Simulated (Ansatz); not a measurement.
`[SiH3][SiH2][SiH3]` + F• → `[SiH2][SiH2][SiH3]`• + H–F at 700 K and 1 bar (hydrogen abstraction from the Si–H bond).

Isolated molecules relaxed with PBE0-D4/def2-TZVP in Ansatz; ΔE leaves out vibrations. CBS: MP2 limit from def2 TZ/QZ plus the TZ coupled-cluster correction, frozen cores. This one scheme is used for every species, atoms too. Open shells (•) are unrestricted, without spin–orbit coupling. Spin–orbit coupling would lower the free atoms: a little for F.

```json
{"species": "`[SiH3][SiH2][SiH3]`", "CCSD(T)/CBS energy (Eh)": "-872.02658", "H − E (kJ/mol)": "258.7", "S (J/(mol·K))": "476.9"}
{"species": "F•", "CCSD(T)/CBS energy (Eh)": "-99.66871", "H − E (kJ/mol)": "14.6", "S (J/(mol·K))": "178.2"}
{"species": "`[SiH2][SiH2][SiH3]`•", "CCSD(T)/CBS energy (Eh)": "-871.37663", "H − E (kJ/mol)": "229.9", "S (J/(mol·K))": "479.4"}
{"species": "H–F", "CCSD(T)/CBS energy (Eh)": "-100.39570", "H − E (kJ/mol)": "45.2", "S (J/(mol·K))": "198.5"}
```

H − E and S are ideal-gas, rigid-rotor, harmonic terms from PBE0-D4/def2-TZVP, for one conformer and one mirror image of each species, with the whole ground term of open shells counted as degenerate. 1 Eh = 2625.50 kJ/mol, R = 8.31446 J/(mol·K).

**Question.** By hand: ΔE, ΔH, ΔS and ΔG.

**Answer.** ΔE = (-871.37663) + (-100.39570) − (-872.02658) − (-99.66871) = -0.07704 Eh = -202.3 kJ/mol. Δ(H − E) = 229.9 + 45.2 − 258.7 − 14.6 = 1.8, so ΔH = -200.5 kJ/mol. ΔS = 479.4 + 198.5 − 476.9 − 178.2 = 22.8 J/(mol·K). ΔG = -200.5 − 700 × (22.8)/1000 = -216.5 kJ/mol.

**Question.** By hand: the equilibrium constant, and the temperature at which ΔG would vanish if ΔH and ΔS stayed fixed.

**Answer.** log₁₀ K = −ΔG/(RT ln 10) = 16.2. ΔH and −TΔS have one sign here, so there is no such temperature.

ΔH outweighs TΔS. A doubt of 5 kJ/mol in ΔE shifts log₁₀ K by 0.4 here. Other conformers and mirror images would add mixing entropy, several J/(mol·K) or more a flexible species. These are equilibria of isolated gas molecules and say nothing of rates. Largest T1 diagnostic: 0.015 (customary marks: 0.02 for closed shells, 0.045 for open ones).
